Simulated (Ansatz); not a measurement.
A made-up structure of B2HO, doublet:

B1  (1.215, -1.353, 0.766)
B2  (0.460, -0.509, 0.347)
O3  (-0.576, 0.657, -0.104)
H4  (-1.006, 1.107, -0.848)
(Å)

It is relaxed with PBE-D4/def2-SVP and then PBE0-D4/def2-TZVP (Ansatz 0.2.0). Atoms count as bonded within 1.22 times the sum of their covalent radii (H–H: 0.88 Å). The end point is not checked to be a true minimum.

**Question.** Does its bonding change? (Judge from chemistry; the calculation decides.)

**Answer.** By the calculation: No: no bond forms or breaks.

Where it ends: The first stage lowers the energy by 4.77 eV in 7 steps. It ends as B₂HO ([B][B][OH]):
```xyz
4
angstrom
B 1.2498 -1.4408 0.6860
B 0.2884 -0.2254 0.3010
O -0.6235 0.6797 0.0467
H -0.8215 0.8890 -0.8727
```

Labels in which every atom is bracketed show which atoms are joined, not bond orders.

For scale, one of the runs: PBE0-D4/def2-TZVP relaxation, 99 basis functions, launched by `ansatz run in.yaml --threads 2 --pin off --events-out ev --progress --plain --max-ram 4352MiB`. Hardware: 2 CPU threads of an Arm Neoverse V2, shared host. Wall time about 33 s.
